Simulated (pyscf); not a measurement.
**Addition across a multiple bond or ene-type step: O=Nb(=O)–Cl + H₂S → O=Nb(OH)(SH)–Cl**

Gas phase, singlet surface, charge 0. Bonds broken: S5–H6. Bonds formed: Nb2–S5, O3–H6. Optimised with ωB97X-D3(BJ)/def2-SVP in PySCF.

Transition state (Å):

```xyz
7

O     -1.3569    -0.0782    -0.4596
Nb     0.2462    -0.4396    -0.0680
O      0.2831    -1.1847     1.5358
Cl     1.4280    -1.4869    -1.7713
S      1.2857     1.4609     1.3165
H      0.8335     0.0639     1.8702
H      0.0933     2.0544     1.5332
```

One imaginary mode, 1239i cm⁻¹; descent along it reached the two sides named, in the forms told below.

| bond | change | reactant side (Å) | saddle | product side |
|---|---|---|---|---|
| S5–H6 | breaks | 1.350 | 1.569 | 4.2 |
| Nb2–S5 | forms | 2.7 | 2.571 | 2.367 |
| O3–H6 | forms | 3.0 | 1.405 | 0.964 |

Electronic energies relative to the separated reactants (kcal/mol):

```tsv
level	barrier	reaction energy	reverse barrier
ωB97X-D3(BJ)/def2-TZVP	-24.1	-70.3	46.2
PBE/def2-TZVP	-22.4	-61.7	39.4
r²SCAN/def2-TZVP	-23.6	-66.2	42.6
B3LYP-D3(BJ)/def2-TZVP	-20.9	-65.9	45.0
PBE0-D3(BJ)/def2-TZVP	-23.3	-67.2	43.9
M06-2X/def2-TZVP	-20.4	-68.0	47.7
ωB97M-D3(BJ)/def2-TZVP	-17.9	-63.9	46.0
HF/def2-TZVP	-6.3	-67.1	60.8
```

With ωB97M-D3(BJ)/def2-TZVP energies and thermal terms (ideal gas, 1 atm, RRHO with modes under 100 cm⁻¹ raised to 100, one conformer, R ln 2 for chiral ones without a mode under 150 cm⁻¹), in kcal/mol:

```tsv
T (K)	ΔH‡	ΔG‡	ΔH	ΔG
298	-18.7	-7.2	-61.5	-50.8
600	-18.3	4.3	-60.3	-40.4
900	-17.6	15.5	-59.1	-30.7
1200	-16.8	26.3	-57.9	-21.4
```

On the reactant side the descent ends in an adduct with a Nb–S contact, 36.4 kcal/mol under the separated species and 12.2 kcal/mol under the saddle at ωB97X-D3(BJ)/def2-TZVP. At ωB97X-D3(BJ)/def2-TZVP, PBE, r²SCAN, B3LYP-D3(BJ), PBE0-D3(BJ), M06-2X, ωB97M-D3(BJ)/def2-TZVP, HF the saddle lies under the separated reactants, which points to a path from their complex (located at ωB97X-D3(BJ) alone). What is counted as formed (Nb–S) is already present as a longer contact in the reactant adduct; forming that adduct is a step of its own. At the saddle there is also a short H–Nb contact that neither side keeps. One saddle was located; it need not be the lowest between these sides. Elements past Kr carry the def2 core potentials, without spin-orbit coupling.
